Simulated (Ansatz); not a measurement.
# C3H4ClF: up Jacob's ladder to CCSD(T)

How much do the methods differ for C3H4ClF? The plan is to run it at one geometry with functionals of several rungs and with coupled cluster. The yardstick is the atomisation energy at the CCSD(T) limit.

Computed with Ansatz 0.2.0, Gaussian basis. Level: functionals in def2-TZVPP, the program's frozen cores in correlated methods.

The runs, in order: PBE-D4, r2SCAN-D4, PBE0-D4, B3LYP-D4, ωB97X-V, ωB97M-V, B2PLYP; CCSD(T)/def2-TZVPP; MP2/def2-QZVPP; extrapolation to the limit.

### 1 Structure used throughout

All runs share one geometry, relaxed beforehand with PBE0-D4 in a triple-zeta def2 set.

SMILES `C/C(Cl)=C/F`, 9 atoms, charge 0, spin multiplicity 1.

Atoms are counted from 1 here; the program's logs count them from 0.

Bond lengths: C1–C2 1.485 Å, C1–H6 1.093 Å, C1–H7 1.093 Å, C1–H8 1.092 Å, C2–Cl3 1.723 Å, C2–C4 1.324 Å, C4–F5 1.329 Å, C4–H9 1.083 Å. Angles: C2–C1–H6 110.7°, C2–C1–H7 110.7°, C2–C1–H8 110.4°, H6–C1–H7 107.7°, H6–C1–H8 108.6°, H7–C1–H8 108.6°, C1–C2–Cl3 116.4°, C1–C2–C4 123.5°, Cl3–C2–C4 120.1°, C2–C4–F5 123.3°, C2–C4–H9 123.1°, F5–C4–H9 113.6°.

### 2 PBE-D4 (GGA)

File in.yaml:

```yaml
crystal:
  periodic: [false, false, false]
  atoms:
    - {symbol: C, position_ang: [-0.262427, -1.054630, -0.407799]}
    - {symbol: C, position_ang: [0.365736, 0.109250, 0.268058]}
    - {symbol: Cl, position_ang: [1.840466, -0.196129, 1.104855]}
    - {symbol: C, position_ang: [-0.148323, 1.329620, 0.251212]}
    - {symbol: F, position_ang: [0.417304, 2.368469, 0.857256]}
    - {symbol: H, position_ang: [-0.494692, -1.841226, 0.314341]}
    - {symbol: H, position_ang: [0.413714, -1.478782, -1.154188]}
    - {symbol: H, position_ang: [-1.186353, -0.753856, -0.905094]}
    - {symbol: H, position_ang: [-1.071625, 1.574883, -0.259740]}
basis:
  gaussian: {orbitals: def2-TZVPP}
hamiltonian: {xc: pbe, dispersion: d4}
output: {forces: true, orbitals: {seedname: orbitals}}
```

Further steps of the session: r2SCAN-D4 (meta-GGA); PBE0-D4 (hybrid); B3LYP-D4 (hybrid); ωB97X-V (range-separated); ωB97M-V (range-separated); B2PLYP (double hybrid); CCSD(T) in def2-TZVPP; MP2 in def2-QZVPP.

Q: Predict the results of all the runs planned. Wanted: atomisation energy, CCSD(T)/CBS; farthest; mean size of error, hybrid; mean size of error, range-separated; gap, smallest and largest; T1 diagnostic; triples share of the correlation energy.

**Answer**, as computed:

| quantity | value |
| --- | --- |
| atomisation energy, CCSD(T)/CBS | 36.726 eV |
| functionals within 0.184 eV (0.5 %) | B3LYP-D4, ωB97X-V |
| farthest | PBE-D4 (+1.400 eV) |
| mean size of error, hybrid | 0.255 eV |
| mean size of error, range-separated | 0.145 eV |
| gap, smallest and largest | 5.12 eV (PBE-D4), 11.90 eV (ωB97X-V) |
| T1 diagnostic | 0.0110 |
| triples share of the correlation energy | 4.0 % |

In words: PBE-D4 misses by +1.400 eV. Double hybrids carry the basis error of their MP2 part in triple zeta, and no dispersion term here, so their miss is partly the set-up's. Misses under about 0.184 eV are within the doubt on the reference itself, which lacks core-valence correlation, relativity and higher excitations. Hartree-Fock recovers 72 % of the binding; the rest is correlation. The gap grows from 5.1 to 11.9 eV across the functionals, mostly with the share of exact exchange.
